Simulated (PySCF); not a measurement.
CH₃O, SMILES C[O] (connectivity only; charge and spin as stated), charge -1, multiplicity 1. Atoms are numbered in the order given.

```xyz
5

C      0.0000     0.0000     0.5430
O      0.0000     0.0000    -0.7943
H      0.8876    -0.5125     1.0321
H      0.0000     1.0249     1.0321
H     -0.8876    -0.5125     1.0321
```
Charge -1, spin multiplicity 1.

Geometry: B3LYP-D3(BJ)/def2-TZVPD. The multiplicity is an assumed one; other spin states were not compared. The isomer is the one that the SMILES or the coordinates give; other isomers of the formula were not compared.

The numbers are results of B3LYP/def2-TZVPD in PySCF, not measurements.

Symmetry labels are those of the subgroup Cs that the program uses (full group C3v).

Computed valence orbital energies around the gap with their symmetry:
| orbital | symmetry | energy (eV) |
|---|---|---|
| HOMO−7 | A' | -271.53 |
| HOMO−6 | A' | -18.57 |
| HOMO−5 | A' | -10.77 |
| HOMO−4 | A' | -4.96 |
| HOMO−3 | A" | -4.96 |
| HOMO−2 | A' | -3.41 |
| HOMO−1 | A' | 0.90 |
| HOMO | A" | 0.90 |
| LUMO | A' | 4.50 |
| LUMO+1 | A' | 5.84 |
| LUMO+2 | A" | 5.95 |
| LUMO+3 | A' | 5.95 |
